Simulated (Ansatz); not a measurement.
# C3H4OS: one species, many methods

How much do the methods differ for C3H4OS? The plan is to run it at one geometry with functionals of several rungs and with coupled cluster. The yardstick is the atomisation energy at the CCSD(T) limit.

Computed with Ansatz 0.2.0, Gaussian basis. Level: functionals in def2-TZVPP, the program's frozen cores in correlated methods.

Plan: LDA (SPW92), PBE-D4, revPBE-D4, BLYP-D4, r2SCAN-D4, B97M-V, PBE0-D4, B3LYP-D4, r2SCANh-D4, r2SCAN0-D4, HSE06-D4, BHLYP-D4, CAM-B3LYP-D4, LC-ωPBE, ωB97X-V, ωB97M-V, B2PLYP, PBE-QIDH; CCSD(T)/def2-SVP; CCSD(T)/def2-TZVPP; MP2/def2-QZVPP; extrapolation to the limit; RPA on PBE.

### Step 1. The relaxed structure

All runs share one geometry, relaxed beforehand with PBE0-D4 in a triple-zeta def2 set.

9 atoms, charge 0, spin multiplicity 1.

Atoms are counted from 1 here; the program's logs count them from 0.

Bond lengths: C1–C2 1.200 Å, C1–H6 1.065 Å, C2–C3 1.454 Å, C3–O4 1.396 Å, C3–S5 1.836 Å, C3–H7 1.092 Å, O4–H8 0.963 Å, S5–H9 1.342 Å. Angles: C2–C1–H6 179.2°, C1–C2–C3 177.6°, C2–C3–O4 112.9°, C2–C3–S5 109.8°, C2–C3–H7 110.0°, O4–C3–S5 114.2°, O4–C3–H7 105.6°, S5–C3–H7 103.9°, C3–O4–H8 108.5°, C3–S5–H9 95.9°.

Coordinates:

```tsv
atom	x (Å)	y (Å)	z (Å)
C1	-0.3688	1.4187	-1.3131
C2	0.1073	0.6173	-0.5573
C3	0.6453	-0.3946	0.3384
O4	0.5601	-1.6850	-0.1877
S5	-0.1040	-0.2103	2.0042
H6	-0.7787	2.1384	-1.9819
H7	1.7093	-0.2150	0.5075
H8	-0.3616	-1.8691	-0.3960
H9	-1.3205	0.1534	1.5688
```

### Step 2. LDA

This LDA is Slater exchange with PW92 correlation.

File in.yaml:

```yaml
crystal:
  periodic: [false, false, false]
  atoms:
    - {symbol: C, position_ang: [-0.368792, 1.418701, -1.313060]}
    - {symbol: C, position_ang: [0.107332, 0.617256, -0.557308]}
    - {symbol: C, position_ang: [0.645270, -0.394600, 0.338365]}
    - {symbol: O, position_ang: [0.560129, -1.685041, -0.187742]}
    - {symbol: S, position_ang: [-0.104003, -0.210268, 2.004171]}
    - {symbol: H, position_ang: [-0.778703, 2.138390, -1.981867]}
    - {symbol: H, position_ang: [1.709294, -0.214999, 0.507457]}
    - {symbol: H, position_ang: [-0.361575, -1.869132, -0.396034]}
    - {symbol: H, position_ang: [-1.320453, 0.153394, 1.568817]}
basis:
  gaussian: {orbitals: def2-TZVPP}
hamiltonian: {xc: lda}
output: {orbitals: {seedname: orbitals}}
```

Started as:

```sh
$ ansatz run in.yaml --threads 2 --pin off --events-out ev --progress --plain --max-ram 4352MiB
```

Further steps of the session: PBE-D4 (GGA); revPBE-D4 (GGA); BLYP-D4 (GGA); r2SCAN-D4 (meta-GGA); B97M-V (meta-GGA); B3LYP-D4 (hybrid); r2SCANh-D4 (hybrid); r2SCAN0-D4 (hybrid); HSE06-D4 (hybrid); BHLYP-D4 (hybrid); CAM-B3LYP-D4 (range-separated); LC-ωPBE (range-separated); ωB97X-V (range-separated); ωB97M-V (range-separated); B2PLYP (double hybrid); PBE-QIDH (double hybrid); CCSD(T) in def2-SVP; CCSD(T) in def2-TZVPP; MP2 in def2-QZVPP; RPA on PBE orbitals.

Q: Predict the results of all the runs planned. Wanted: atomisation energy, CCSD(T)/CBS; farthest beyond LDA; mean size of error, GGA; mean size of error, meta-GGA; mean size of error, hybrid; mean size of error, range-separated; mean size of error, double hybrid; gap, smallest and largest; T1 diagnostic.

The runs gave:

```
                               quantity                                                                           value
        atomisation energy, CCSD(T)/CBS                                                                   3581.8 kJ/mol
 functionals within 17.9 kJ/mol (0.5 %)  r2SCAN-D4, B97M-V, B3LYP-D4, CAM-B3LYP-D4, LC-ωPBE, ωB97X-V, ωB97M-V, PBE-QIDH
                    farthest beyond LDA                                                        BHLYP-D4 (-162.6 kJ/mol)
                mean size of error, GGA                                                                     60.9 kJ/mol
           mean size of error, meta-GGA                                                                     10.1 kJ/mol
             mean size of error, hybrid                                                                     53.6 kJ/mol
    mean size of error, range-separated                                                                      9.2 kJ/mol
      mean size of error, double hybrid                                                                     26.5 kJ/mol
              gap, smallest and largest                                       4.81 eV (LDA (SPW92)), 12.21 eV (LC-ωPBE)
                          T1 diagnostic                                                                          0.0124
triples share of the correlation energy                                                                           4.5 %
```

What this shows: The LDA atomisation energy is off by 634.1 kJ/mol (18 %): it overbinds. PBE-D4 is off by +137.6 kJ/mol. Double hybrids carry the basis error of their MP2 part in triple zeta, and no dispersion term here, so their miss is partly the set-up's. The rungs range-separated, meta-GGA miss on average by less than the doubt on the reference (17.9 kJ/mol), so they tie. The reference freezes the cores and leaves out relativity and excitations past (T), so misses under about 17.9 kJ/mol can't be ranked. Hartree-Fock recovers 69 % of the binding; the rest is correlation. CCSD(T) in def2-SVP is off by -202.3 kJ/mol, more than most functionals: a good method in a small basis is no reference. Orbital gaps span 4.8 to 12.2 eV; exact exchange widens them.
